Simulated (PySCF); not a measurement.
CH2, multiplicity 3. Atoms are numbered in the order given.

```xyz
3

C      0.0000     0.0000    -0.1052
H      0.0000    -0.9937     0.3157
H      0.0000     0.9937     0.3157
```
Charge 0, spin multiplicity 3.

The structure is a stationary point at r2SCAN-D4/def2-TZVPD. The isomer is the one that the SMILES or the coordinates give; other isomers of the formula were not compared.

All values below come from B3LYP/def2-TZVPD (PySCF).

Mulliken values depend strongly on the basis, most of all with diffuse functions as here. ESP charges are fitted to the potential on shells at 1.4 to 2.0 van der Waals radii. Atomic charges (e):

| atom | Mulliken | ESP fit | meta-Löwdin | Mulliken spin |
|---|---|---|---|---|
| C1 | -0.43 | -0.37 | … | 1.95 |
| H2 | 0.22 | 0.18 | … | 0.02 |
| H3 | 0.22 | 0.18 | … | 0.02 |

Q: Fill in the missing entries. (The exact figures need the calculation; the answer reports its results.)

A: 
- C1, meta-Löwdin: -0.28
- H2, meta-Löwdin: 0.14
- H3, meta-Löwdin: 0.14
